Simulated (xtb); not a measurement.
Harmonic IR lines of one isomer of C3H4, unscaled. Method: GFN2-xTB run with xtb.

```tsv
wavenumber (cm⁻¹)	relative intensity
645	92
997	15
1033	24
1388	6.6
1456	21
2305	50
3004	100
3012	41
3401	5.4
```

Q: Which structure gives these lines?
(A) `C=C=C`
(B) `C1=CC1`
(C) `C#CC`

A: C, `C#CC`
